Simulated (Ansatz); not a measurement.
Basis sets compared for Si(OH)H3 (SiOH4). Total charge 0; singlet. Geometry r2SCAN-D4/def2-TZVP. Ansatz on 4 threads of AMD EPYC 9B14 on a shared host; times are rough, and most runs start from earlier orbitals.

```
atom    x (Å)    y (Å)    z (Å)
 Si1  -0.1159   0.1044   0.3632
  O2   0.6286   0.1589  -1.1077
  H3   0.4913  -0.5814  -1.7037
  H4   0.3292  -1.0678   1.1643
  H5  -1.5960   0.0295   0.2301
  H6   0.2628   1.3563   1.0539
```

B3LYP takes the VWN-RPA correlation.

Binding counts from free atoms (Si triplet, O triplet, H doublet) in the same basis, without a counterpoise term.

| level | functions | energy (Eh) | HOMO (eV) | LUMO (eV) | binding per atom (eV) | wall time |
| --- | --- | --- | --- | --- | --- | --- |
| PBE-D4/def2-SVP | 52 | -366.7500 | -6.93 | -0.25 | 3.25 | 0.2 s |
| PBE-D4/def2-TZVP | 92 | -366.9564 | -7.21 | -0.84 | 3.29 | 0.25 s |
| r2SCAN-D4/def2-TZVP | 92 | -367.1291 | -7.58 | -0.29 | 3.31 | 0.55 s |
| B3LYP-D4/6-31G | 30 | -367.0734 | -8.11 | 0.12 | 2.93 | 0.2 s |
| B3LYP-D4/def2-TZVP | 92 | -367.2280 | -8.52 | -0.25 | 3.32 | 0.35 s |
| PBE0-D4/def2-SVP | 52 | -366.7851 | -8.55 | 0.67 | 3.21 | 0.2 s |
| PBE0-D4/def2-TZVP | 92 | -366.9892 | -8.73 | 0.04 | 3.25 | 0.4 s |

**Question.** Estimate the rows for PBE-D4/def2-TZVPD, r2SCAN-D4/def2-TZVPD, PBE0-D4/def2-TZVPD.

**Answer.** 
```csv
level,functions,energy (Eh),HOMO (eV),LUMO (eV),binding per atom (eV),wall time
PBE-D4/def2-TZVPD,119,-366.9583,-7.27,-1.11,3.29,0.45 s
r2SCAN-D4/def2-TZVPD,119,-367.1305,-7.62,-0.52,3.31,0.7 s
PBE0-D4/def2-TZVPD,119,-366.9908,-8.77,-0.33,3.26,0.45 s
```
